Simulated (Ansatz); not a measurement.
Process, species as SMILES: ClB(Cl)Cl → B atom + 3 Cl atom
B3LYP-D3(BJ)/def2-TZVP geometries, fixed; electronic energies without zero-point terms.
Largest species:
```xyz
4

B      0.0000     0.0000     0.0000
Cl     0.0051     1.7450    -0.0247
Cl     1.5085    -0.8773    -0.0189
Cl    -1.5136    -0.8677     0.0437
```

Basis-set convergence of the atomisation energy at PBE with Ansatz (an electronic-structure program). All functions are spherical. Open shells are unrestricted. No added dispersion term, no relativity. Functions are those of the species that has most. Reference: the value in pcseg-4, 335.54 kcal/mol, itself unsure by roughly 0.09 kcal/mol (its mean distance from aug-pcseg-3, aug-cc-pV(Q+d)Z, cc-pV(5+d)Z). Deviations are taken from unrounded values.

```
basis        functions
-----------  ---------
def2-SVP            68
def2-SVPD          101
def2-TZVP          142
def2-TZVPP         157
def2-TZVPD         175
def2-TZVPPD        190
def2-QZVPP         267
def2-QZVPPD        300
```

**Question.** Which is the smallest def2 set listed that can be trusted to 2 kcal/mol here, that is, within that of the reference together with its larger relatives (same family, alike in diffuse functions; a set with none to test it counts only in the reference's own line)?

**Answer.** The smallest set listed that lies within 2 kcal/mol of the reference with all its larger relatives (same family, alike in diffuse functions; a set with none counts only in the reference's own line) is def2-SVPD (101 functions, 1.34 kcal/mol off). Value minus reference: def2-SVP 8.44, def2-SVPD 1.34, def2-TZVP 1.04, def2-TZVPP 1.03, def2-TZVPD 0.24, def2-TZVPPD 0.23, def2-QZVPP -0.16, def2-QZVPPD -0.28 kcal/mol.
